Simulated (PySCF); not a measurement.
# SF and its ions

PBE0; basis S aug-cc-pV(D+d)Z, F aug-cc-pVDZ; no relativity; PySCF 2.14. Neutral (UKS): doublet (π ↑), Re = 1.624 Å, ωe = 846 cm⁻¹, De = 3.54 eV, HOMO -7.36 eV, LUMO -4.57 eV.

SF⁻ (UKS): singlet (closed shell), Re = 1.738 Å, ωe = 665 cm⁻¹, De = 2.52 eV to S + F⁻. The energies at the minima are -497.74630 hartree for SF and -497.82997 for SF⁻.

Work out the adiabatic electron affinity, without and with harmonic zero-point energies (1 hartree = 27.2114 eV, 1 eV = 8065.5 cm⁻¹), and the change of the bond length.

At PBE0: 0.08367 hartree = 2.277 eV between the minima; the zero-point term (846.0 − 665.0)/2 cm⁻¹ = +0.011 eV makes it 2.288 eV. Re changes by +11.4 pm against the neutral. The electron enters a π orbital, and the longer bond of the ion fits an antibonding orbital, or a change in how ionic the bond is.

For an ion De counts to the pair picked by the measured ionisation energies or electron affinities, which need not be the lowest pair at this level. States were picked by a PBE0 search and need not be the measured ground states.
